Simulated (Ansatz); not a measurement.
# CH₃FS₂: one molecule under many settings

How do the results and run time of CH₃FS₂ respond when the settings are drawn wide?

The runs use Ansatz 0.2.0, Gaussian basis; the settings change from run to run.

## (1) The molecule

The structure was relaxed beforehand with PBE0-D4 in a triple-zeta def2 set.

SMILES `FCSS`, 7 atoms, charge 0, spin multiplicity 1.

Atoms are counted from 1 here; the program's logs count them from 0.

Bond lengths: F1–C2 1.372 Å, C2–S3 1.789 Å, C2–H5 1.095 Å, C2–H6 1.091 Å, S3–S4 2.041 Å, S4–H7 1.347 Å. Angles: F1–C2–S3 112.8°, F1–C2–H5 108.8°, F1–C2–H6 108.5°, S3–C2–H5 105.9°, S3–C2–H6 110.0°, H5–C2–H6 111.0°, C2–S3–S4 102.6°, S3–S4–H7 98.4°.

Geometry (Å):

```
F    -1.27813   -0.16988    0.99096
C    -0.59307    0.71073    0.19175
S     0.11764   -0.07285   -1.25129
S     1.75650   -1.01611   -0.48423
H    -1.29503    1.45954   -0.18919
H     0.19287    1.17839    0.78654
H     1.16052   -2.15782   -0.09044
```

## (2) wB97X/def2-SVPD

Options: density fitting with def2-universal-jkfit, finite nuclei.

in.yaml

```yaml
crystal:
  periodic: [false, false, false]
  atoms:
    - {symbol: F, position_ang: [-1.278126, -0.169882, 0.990962]}
    - {symbol: C, position_ang: [-0.593073, 0.710728, 0.191750]}
    - {symbol: S, position_ang: [0.117643, -0.072849, -1.251290]}
    - {symbol: S, position_ang: [1.756503, -1.016105, -0.484233]}
    - {symbol: H, position_ang: [-1.295034, 1.459539, -0.189187]}
    - {symbol: H, position_ang: [0.192865, 1.178385, 0.786540]}
    - {symbol: H, position_ang: [1.160522, -2.157816, -0.090440]}
basis:
  gaussian: {orbitals: def2-SVPD, fitting: {mean_field: def2-universal-jkfit}, nuclear_model: gaussian}
hamiltonian: {xc: {name: wB97X}}
output: {forces: true}
```

Launch:

```
> ansatz run in.yaml --threads 2 --pin off --events-out ev --progress --plain --max-ram 4352MiB
```

The log of the run, cut to the lines that bear on the results:

```text
Functional definition: wB97X
  name "wB97X"
  cite "Chai & Head-Gordon, J. Chem. Phys. 128, 084106 (2008) doi:10.1063/1.2834918"
  cite "Becke, J. Chem. Phys. 107, 8554 (1997) doi:10.1063/1.475007"
[...]
  # The coefficients of nought are those of the uniform gas.
[...]
      + exact_x_lr(omega)
[...]
      + integral(e_c_pw_opposite_spin*poly(b97_u_opposite, 1, cos1, cos2, cos3, cos4))
462 factors; integrals over basis functions are off by at most 3.3e-1 eV
462 factors; integrals over basis functions are off by at most 3.9e-5 eV
[...]
mean field -25463.14140835 eV, -935.7531872198 hartree, gradient 8.6e-5 eV, S^2 0.000000; 0 other end points of the search recorded, 0 dependent functions left out
[...]
reference -25463.14136127 eV, -935.7531854896 hartree; 25, 25 occupied and 96, 96 virtual orbitals, 462 factors
Total energy: -25463.14136127 eV, -935.7531854896 hartree
Atom 0 at    -1.278126    -0.169882     0.990962 Å, force    -0.084235    -0.121991     0.097526 eV/Å
Atom 1 at    -0.593073     0.710728     0.191750 Å, force     0.077775    -0.076522    -0.180791 eV/Å
Atom 2 at     0.117643    -0.072849    -1.251290 Å, force    -0.296408     0.085552    -0.241616 eV/Å
Atom 3 at     1.756503    -1.016105    -0.484233 Å, force     0.338047    -0.105141     0.153152 eV/Å
Atom 4 at    -1.295034     1.459539    -0.189187 Å, force    -0.155061     0.151639    -0.019965 eV/Å
Atom 5 at     0.192865     1.178385     0.786540 Å, force     0.157740     0.122463     0.181904 eV/Å
Atom 6 at     1.160522    -2.157816    -0.090440 Å, force    -0.037858    -0.056002     0.009790 eV/Å
Dipole moment:     0.010141     0.162159     0.051364 e Å
```

It took 4 s on 2 threads of Arm Neoverse V2, shared host.

Largest force 0.392 eV/Å, dipole 0.82 D.

## (3) CAM-B3LYP/def2-TZVPD

This run has charge +1, multiplicity 2, a point charge of 2.00 e beside it, high accuracy.

in.yaml: that of step 2 with these lines changed.

```diff
@@ -11,4 +11,7 @@
 basis:
-  gaussian: {orbitals: def2-SVPD, fitting: {mean_field: def2-universal-jkfit}, nuclear_model: gaussian}
-hamiltonian: {xc: {name: wB97X}}
+  gaussian: {orbitals: def2-TZVPD, point_charges: [{charge: 2.00, position_ang: [4.886, -0.071, -0.496]}]}
+total_charge: 1
+magnetization: {spin_polarized: true, initial_magnetization: 1}
+hamiltonian: {xc: {name: CAM-B3LYP}}
+accuracy: high
 output: {forces: true}
```

Same command.

The log of the run, cut to the lines that bear on the results:

```text
Functional definition: CAM-B3LYP
  name "CAM-B3LYP"
  cite "Yanai, Tew & Handy, Chem. Phys. Lett. 393, 51 (2004) doi:10.1016/j.cplett.2004.06.011"
  cite "Iikura, Tsuneda, Yanai & Hirao, J. Chem. Phys. 115, 3540 (2001) doi:10.1063/1.1383587"
  cite "Becke, Phys. Rev. A 38, 3098 (1988) doi:10.1103/PhysRevA.38.3098"
  cite "Lee, Yang & Parr, Phys. Rev. B 37, 785 (1988) doi:10.1103/PhysRevB.37.785"
  cite "Vosko, Wilk & Nusair, Can. J. Phys. 58, 1200 (1980) doi:10.1139/p80-159"
[...]
  # Exact exchange under (alpha + beta erf(omega r))/r, Becke's under what is left of 1/r.
[...]
3198 factors; integrals over basis functions are off by at most 4.0e-9 eV
627 factors; integrals over basis functions are off by at most 1.6e-9 eV
[...]
mean field -25460.21177105 eV, -935.6455250347 hartree, gradient 9.1e-8 eV, S^2 0.769002; 6 other end points of the search recorded, 0 dependent functions left out
[...]
reference -25460.21179500 eV, -935.6455259150 hartree; 25, 24 occupied and 171, 172 virtual orbitals, 3198 factors
Total energy: -25460.21179500 eV, -935.6455259150 hartree
Atom 0 at    -1.278126    -0.169882     0.990962 Å, force     0.938381     0.459800    -0.987657 eV/Å
Atom 1 at    -0.593073     0.710728     0.191750 Å, force    -1.940493    -0.353202     2.029755 eV/Å
Atom 2 at     0.117643    -0.072849    -1.251290 Å, force     0.199804     0.224951    -0.827540 eV/Å
Atom 3 at     1.756503    -1.016105    -0.484233 Å, force     1.366062     0.377002     0.104368 eV/Å
Atom 4 at    -1.295034     1.459539    -0.189187 Å, force    -0.063037     0.074107    -0.322057 eV/Å
Atom 5 at     0.192865     1.178385     0.786540 Å, force     0.335086     0.094162    -0.180772 eV/Å
Atom 6 at     1.160522    -2.157816    -0.090440 Å, force     0.123251    -0.326211     0.278877 eV/Å
Dipole moment:    -1.248147     0.188706    -0.263286 e Å
```

It took 69 s on 2 threads of Arm Neoverse V2, shared host; peak memory 1.6 GiB.

Largest force 2.830 eV/Å, ⟨S²⟩ 0.769.

## (4) RPBE/aug-cc-pVTZ

in.yaml: that of step 3 with these lines changed.

```diff
@@ -11,7 +11,3 @@
 basis:
-  gaussian: {orbitals: def2-TZVPD, point_charges: [{charge: 2.00, position_ang: [4.886, -0.071, -0.496]}]}
-total_charge: 1
-magnetization: {spin_polarized: true, initial_magnetization: 1}
-hamiltonian: {xc: {name: CAM-B3LYP}}
-accuracy: high
-output: {forces: true}
+  gaussian: {orbitals: aug-cc-pVTZ}
+hamiltonian: {xc: {name: RPBE}}
```

The command is unchanged.

The log of the run:

```text
Functional definition: RPBE
  name "RPBE"
  cite "Hammer, Hansen & Nørskov, Phys. Rev. B 59, 7413 (1999) doi:10.1103/PhysRevB.59.7413"
  cite "Perdew, Burke & Ernzerhof, Phys. Rev. Lett. 77, 3865 (1996) doi:10.1103/PhysRevLett.77.3865"
  parameter kappa = 0.804
  parameter beta = 0.06672455060314922
  exchange = rpbe_x(kappa = kappa, mu = beta*pi^2/3)
  correlation = pbe_c(beta = beta)
1269 factors; their error is unknown
mean field evaluation 1: about -25469.3856 eV, gradient 4.4e1 eV
mean field evaluation 2: about -25461.9144 eV, gradient 7.0e1 eV
mean field evaluation 4: about -25473.7682 eV, gradient 5.1e0 eV
mean field evaluation 8: about -25473.8191 eV, gradient 1.4e-1 eV
mean field evaluation 16: about -25473.7685 eV, gradient 1.8e-4 eV
mean field -25473.76850231 eV, -936.1437257194 hartree, gradient 3.5e-5 eV, S^2 0.000000; 0 other end points of the search recorded, 0 dependent functions left out
reference -25473.76856363 eV, -936.1437279731 hartree; 25, 25 occupied and 236, 236 virtual orbitals, 1269 factors
Total energy: -25473.76856363 eV, -936.1437279731 hartree
```

It took 3.6 s on 2 threads of Arm Neoverse V2, shared host.

## (5) r2SCAN50/cc-pVTZ

Options: density fitting with def2-universal-jkfit, a grid of angular degree 23, D4 dispersion, high accuracy.

in.yaml: that of step 4 with these lines changed.

```diff
@@ -11,3 +11,4 @@
 basis:
-  gaussian: {orbitals: aug-cc-pVTZ}
-hamiltonian: {xc: {name: RPBE}}
+  gaussian: {orbitals: cc-pVTZ, fitting: {mean_field: def2-universal-jkfit}, final_grid: {core_spheres: 8, valence_spheres: 7, degree: 23}}
+hamiltonian: {xc: {name: r2SCAN50}, dispersion: d4}
+accuracy: high
```

Same command.

The log of the run, cut to the lines that bear on the results:

```text
Functional definition: r2SCAN50
  name "r2SCAN50"
  cite "Bursch, Neugebauer, Ehlert & Grimme, J. Chem. Phys. 156, 134105 (2022) doi:10.1063/5.0086040"
  cite "Furness, Kaplan, Ning, Perdew & Sun, J. Phys. Chem. Lett. 11, 8208 (2020) doi:10.1021/acs.jpclett.0c02405"
  cite "Furness, Kaplan, Ning, Perdew & Sun, J. Phys. Chem. Lett. 11, 9248 (2020) doi:10.1021/acs.jpclett.0c03077"
  parent r2scan
[...]
462 factors; integrals over basis functions are off by at most 1.1e0 eV
[...]
mean field -25471.21414191 eV, -936.0498547063 hartree, gradient 2.2e-8 eV, S^2 0.000000; 0 other end points of the search recorded, 0 dependent functions left out
reference -25471.21414227 eV, -936.0498547192 hartree; 25, 25 occupied and 145, 145 virtual orbitals, 462 factors
Total energy: -25471.26088969 eV, -936.0515726554 hartree
```

It took 2 s on 2 threads of Arm Neoverse V2, shared host.

## (6) B2PLYP/def2-mTZVPP

This run has a grid of angular degree 23.

in.yaml: that of step 5 with these lines changed.

```diff
@@ -11,4 +11,3 @@
 basis:
-  gaussian: {orbitals: cc-pVTZ, fitting: {mean_field: def2-universal-jkfit}, final_grid: {core_spheres: 8, valence_spheres: 7, degree: 23}}
-hamiltonian: {xc: {name: r2SCAN50}, dispersion: d4}
-accuracy: high
+  gaussian: {orbitals: def2-mTZVPP, final_grid: {core_spheres: 8, valence_spheres: 7, degree: 23}}
+hamiltonian: {xc: {name: B2PLYP}}
```

Same command.

The log of the run, cut to the lines that bear on the results:

```text
Functional definition: B2PLYP
  name "B2PLYP"
  cite "Grimme, J. Chem. Phys. 124, 034108 (2006) doi:10.1063/1.2148954"
  cite "Becke, Phys. Rev. A 38, 3098 (1988) doi:10.1103/PhysRevA.38.3098"
  cite "Lee, Yang & Parr, Phys. Rev. B 37, 785 (1988) doi:10.1103/PhysRevB.37.785"
[...]
1012 factors; integrals over basis functions are off by at most 1.1e-3 eV
[...]
mean field -25459.02696417 eV, -935.6019841849 hartree, gradient 4.4e-6 eV, S^2 0.000000; 0 other end points of the search recorded, 0 dependent functions left out
12 core orbitals not correlated: weight in the atoms' cores, before any rotation towards them, 1.000 or more for the frozen orbitals, at most 0.000 for the correlated occupied ones
reference -25459.02709559 eV, -935.6019890145 hartree; 13, 13 occupied and 87, 87 virtual orbitals, 1012 factors
second order -21.77476822 eV of doubles, -0.00000000 eV of singles
Total energy: -25464.90628301 eV, -935.8180451672 hartree
```

It took 1.4 s on 2 threads of Arm Neoverse V2, shared host.

## (7) r2SCAN/def2-TZVPP

This run has atoms shaken by 0.08 Å, density fitting with cc-pVTZ-jkfit, the search for lower states set to off.

in.yaml

```yaml
crystal:
  periodic: [false, false, false]
  atoms:
    - {symbol: F, position_ang: [-1.255964, -0.218372, 0.915108]}
    - {symbol: C, position_ang: [-0.459738, 0.597854, 0.251426]}
    - {symbol: S, position_ang: [0.027614, -0.179904, -1.243218]}
    - {symbol: S, position_ang: [1.718669, -1.050587, -0.515297]}
    - {symbol: H, position_ang: [-1.421788, 1.302431, -0.213948]}
    - {symbol: H, position_ang: [0.275975, 1.173878, 0.756822]}
    - {symbol: H, position_ang: [1.119429, -2.261370, -0.068272]}
basis:
  gaussian: {orbitals: def2-TZVPP, fitting: {mean_field: cc-pVTZ-jkfit}}
hamiltonian: {xc: {name: r2SCAN}}
scf: {lower_state_search: off}
```

The command is unchanged.

The log of the run, cut to the lines that bear on the results:

```text
Functional definition: r2SCAN
  name "r2SCAN"
  cite "Furness, Kaplan, Ning, Perdew & Sun, J. Phys. Chem. Lett. 11, 8208 (2020) doi:10.1021/acs.jpclett.0c02405"
  cite "Furness, Kaplan, Ning, Perdew & Sun, J. Phys. Chem. Lett. 11, 9248 (2020) doi:10.1021/acs.jpclett.0c03077"
  parent r2scan
[...]
490 factors; integrals over basis functions are off by at most 1.3e0 eV
[...]
mean field -25471.56257698 eV, -936.0626594590 hartree, gradient 5.7e-6 eV, S^2 0.000000; 0 other end points of the search recorded, 0 dependent functions left out
reference -25471.56258635 eV, -936.0626598032 hartree; 25, 25 occupied and 163, 163 virtual orbitals, 490 factors
Total energy: -25471.56258635 eV, -936.0626598032 hartree
Checks for a lower state left out: stability, starts, cluster_reference, orbital_swaps, neighbouring_geometries, increment
```

It took 1.7 s on 2 threads of Arm Neoverse V2, shared host.

## (8) B3LYP/cc-pVTZ-DK

Options: a point charge of 0.50 e beside it, D3(BJ) dispersion.

in.yaml

```yaml
crystal:
  periodic: [false, false, false]
  atoms:
    - {symbol: F, position_ang: [-1.278126, -0.169882, 0.990962]}
    - {symbol: C, position_ang: [-0.593073, 0.710728, 0.191750]}
    - {symbol: S, position_ang: [0.117643, -0.072849, -1.251290]}
    - {symbol: S, position_ang: [1.756503, -1.016105, -0.484233]}
    - {symbol: H, position_ang: [-1.295034, 1.459539, -0.189187]}
    - {symbol: H, position_ang: [0.192865, 1.178385, 0.786540]}
    - {symbol: H, position_ang: [1.160522, -2.157816, -0.090440]}
basis:
  gaussian: {orbitals: cc-pVTZ-DK, point_charges: [{charge: 0.50, position_ang: [6.004, 0.906, -0.429]}]}
hamiltonian: {xc: {name: B3LYP}, dispersion: d3bj}
```

Same command.

The log of the run, cut to the lines that bear on the results:

```text
Functional definition: B3LYP
  name "B3LYP"
  cite "Stephens, Devlin, Chabalowski & Frisch, J. Phys. Chem. 98, 11623 (1994) doi:10.1021/j100096a001"
  cite "Becke, Phys. Rev. A 38, 3098 (1988) doi:10.1103/PhysRevA.38.3098"
  cite "Lee, Yang & Parr, Phys. Rev. B 37, 785 (1988) doi:10.1103/PhysRevB.37.785"
  cite "Vosko, Wilk & Nusair, Can. J. Phys. 58, 1200 (1980) doi:10.1139/p80-159"
[...]
1063 factors; their error is unknown
[...]
mean field -25538.95374042 eV, -938.5392390358 hartree, gradient 4.3e-5 eV, S^2 0.000000; 0 other end points of the search recorded, 0 dependent functions left out
reference -25538.95395884 eV, -938.5392470625 hartree; 25, 25 occupied and 145, 145 virtual orbitals, 1063 factors
Total energy: -25539.23501183 eV, -938.5495755695 hartree
Relativity: scalar
```

Wall time 2.3 s (2 threads of Arm Neoverse V2, shared host).

## (9) PBE0-DH/def2-SVPD

Set apart from the defaults: unrestricted orbitals, atoms shaken by 0.03 Å.

in.yaml

```yaml
crystal:
  periodic: [false, false, false]
  atoms:
    - {symbol: F, position_ang: [-1.273453, -0.161201, 0.989993]}
    - {symbol: C, position_ang: [-0.631984, 0.706696, 0.177582]}
    - {symbol: S, position_ang: [0.076234, -0.085240, -1.284350]}
    - {symbol: S, position_ang: [1.707696, -1.027748, -0.554076]}
    - {symbol: H, position_ang: [-1.274361, 1.418935, -0.165122]}
    - {symbol: H, position_ang: [0.210046, 1.158139, 0.784324]}
    - {symbol: H, position_ang: [1.161217, -2.138165, -0.052481]}
basis:
  gaussian: {orbitals: def2-SVPD}
magnetization: {spin_polarized: true, initial_magnetization: 0}
hamiltonian: {xc: {name: PBE0-DH}}
```

The command is unchanged.

The log of the run, cut to the lines that bear on the results:

```text
Functional definition: PBE0-DH
  name "PBE0-DH"
  cite "Brémond & Adamo, J. Chem. Phys. 135, 024106 (2011) doi:10.1063/1.3604569"
  cite "Perdew, Burke & Ernzerhof, Phys. Rev. Lett. 77, 3865 (1996) doi:10.1103/PhysRevLett.77.3865"
[...]
1152 factors; integrals over basis functions are off by at most 8.8e-4 eV
[...]
mean field -25448.31229795 eV, -935.2082274641 hartree, gradient 5.4e-6 eV, S^2 0.000000; 0 other end points of the search recorded, 0 dependent functions left out
12 core orbitals not correlated: weight in the atoms' cores, before any rotation towards them, 1.000 or more for the frozen orbitals, at most 0.000 for the correlated occupied ones
reference -25448.31232585 eV, -935.2082284893 hartree; 13, 13 occupied and 96, 96 virtual orbitals, 1152 factors
second order -20.91779493 eV of doubles, -0.00000000 eV of singles
Total energy: -25450.92705022 eV, -935.3043178375 hartree
```

It took 4 s on 2 threads of Arm Neoverse V2, shared host.

⟨S²⟩ 0.000.

## (10) PBE0-DH/cc-pVTZ

Set apart from the defaults: charge -1, multiplicity 2, relativity set to none, high accuracy.

in.yaml

```yaml
crystal:
  periodic: [false, false, false]
  atoms:
    - {symbol: F, position_ang: [-1.278126, -0.169882, 0.990962]}
    - {symbol: C, position_ang: [-0.593073, 0.710728, 0.191750]}
    - {symbol: S, position_ang: [0.117643, -0.072849, -1.251290]}
    - {symbol: S, position_ang: [1.756503, -1.016105, -0.484233]}
    - {symbol: H, position_ang: [-1.295034, 1.459539, -0.189187]}
    - {symbol: H, position_ang: [0.192865, 1.178385, 0.786540]}
    - {symbol: H, position_ang: [1.160522, -2.157816, -0.090440]}
basis:
  gaussian: {orbitals: cc-pVTZ}
total_charge: -1
magnetization: {spin_polarized: true, initial_magnetization: 1}
hamiltonian: {xc: {name: PBE0-DH}, pseudopotentials: {relativity: none}}
accuracy: high
output: {forces: true}
```

The command is unchanged.

The log of the run, cut to the lines that bear on the results:

```text
Functional definition: PBE0-DH
  name "PBE0-DH"
  cite "Brémond & Adamo, J. Chem. Phys. 135, 024106 (2011) doi:10.1063/1.3604569"
  cite "Perdew, Burke & Ernzerhof, Phys. Rev. Lett. 77, 3865 (1996) doi:10.1103/PhysRevLett.77.3865"
[...]
2988 factors; integrals over basis functions are off by at most 3.3e-9 eV
[...]
mean field -25458.87487983 eV, -935.5963951886 hartree, gradient 6.5e-8 eV, S^2 0.757501; 2 other end points of the search recorded, 0 dependent functions left out
12 core orbitals not correlated: weight in the atoms' cores, before any rotation towards them, 1.000 or more for the frozen orbitals, at most 0.000 for the correlated occupied ones
reference -25458.87488133 eV, -935.5963952437 hartree; 14, 13 occupied and 144, 145 virtual orbitals, 2988 factors
second order -26.64519156 eV of doubles, -0.00000000 eV of singles
[...]
Total energy: -25462.20553028 eV, -935.7187943348 hartree
Atom 0 at    -1.278126    -0.169882     0.990962 Å, force    -0.306426    -0.179019     0.437338 eV/Å
Atom 1 at    -0.593073     0.710728     0.191750 Å, force     0.198512     0.215131    -1.053677 eV/Å
Atom 2 at     0.117643    -0.072849    -1.251290 Å, force    -5.333362     3.005115    -2.552250 eV/Å
Atom 3 at     1.756503    -1.016105    -0.484233 Å, force     5.170995    -3.108333     2.686966 eV/Å
Atom 4 at    -1.295034     1.459539    -0.189187 Å, force     0.065554    -0.084505     0.360737 eV/Å
Atom 5 at     0.192865     1.178385     0.786540 Å, force     0.110509    -0.071985     0.194745 eV/Å
Atom 6 at     1.160522    -2.157816    -0.090440 Å, force     0.094218     0.223596    -0.073859 eV/Å
Dipole moment:    -0.469270     0.328921     0.301519 e Å
```

Wall time 64 s (2 threads of Arm Neoverse V2, shared host); peak memory 1.2 GiB.

Largest force 6.632 eV/Å, ⟨S²⟩ 0.758.

## (11) The runs in one table

```csv
level,charge,multiplicity,geometry,functions,energy (eV),time
wB97X/def2-SVPD,0,1,relaxed,121,-25463.141,4 s
CAM-B3LYP/def2-TZVPD,1,2,"relaxed, point charge",196,-25460.212,69 s
RPBE/aug-cc-pVTZ,0,1,relaxed,261,-25473.769,3.6 s
r2SCAN50/cc-pVTZ,0,1,relaxed,170,-25471.261,2 s
B2PLYP/def2-mTZVPP,0,1,relaxed,112,-25464.906,1.4 s
r2SCAN/def2-TZVPP,0,1,shaken,188,-25471.563,1.7 s
B3LYP/cc-pVTZ-DK,0,1,"relaxed, point charge",170,-25539.235,2.3 s
PBE0-DH/def2-SVPD,0,1,shaken,121,-25450.927,4 s
PBE0-DH/cc-pVTZ,-1,2,relaxed,170,-25462.206,64 s
```

## (12) Outcome

```
                                         quantity                       value
                                             runs                           9
                                         quickest   B2PLYP/def2-mTZVPP, 1.4 s
                                          slowest  CAM-B3LYP/def2-TZVPD, 69 s
spread of total energies, same state and geometry                     10.6 eV
```

What this shows: CAM-B3LYP/def2-TZVPD took 49 times as long as B2PLYP/def2-mTZVPP. The jobs differ in tasks and options as well as level. The totals spread over 11 eV; they can't be compared across methods or bases. At the PBE0-D4/def2-TZVP geometry and in the same state, runs without warnings or point charges leave forces up to 0.39 eV/Å (wB97X/def2-SVPD).
